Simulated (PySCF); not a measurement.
Members of the series CXY, Y = methyl; each row names its spin state. Gas-phase values, no solvent. One relaxed conformer stands for each flexible species; it need not be the lowest. Strings in code marks are SMILES.

The numbers are results of B3LYP-D3(BJ)/def2-TZVP run with PySCF, not measurements. B3LYP has the VWN-RPA correlation part, as in Gaussian. 

```tsv
species	highest occupied spin orbital (eV)
X = methyl, multiplicity 3 (`C[C]C` (near-degenerate triplet))	-5.05
X = hydroxy, multiplicity 1 (`O[C]C` (lower singlet; C–C–O–H torsion 180°))	–
X = hydroxy, multiplicity 3 (`O[C]C` (excited triplet; C–C–O–H torsion 103°))	?
X = amino, multiplicity 1 (`C[C]N` (lower singlet))	–
X = amino, multiplicity 3 (`N[C]C` (excited triplet))	-5.06
X = mercapto, multiplicity 1 (`C[C]S` (lower singlet; C–C–S–H torsion 0°))	–
X = formyl, multiplicity 3 (`C[C]C=O` (triplet; the order of the spin states depends on the level; C–C–C–O torsion 180°))	-7.05
X = isocyano, multiplicity 3 (`[C-]#[N+][C]C` (near-degenerate triplet))	-6.13
```

Q: What belongs in the gaps?

A: 
- X = hydroxy, multiplicity 3 (`O[C]C` (excited triplet; C–C–O–H torsion 103°)), highest occupied spin orbital (eV): -4.98
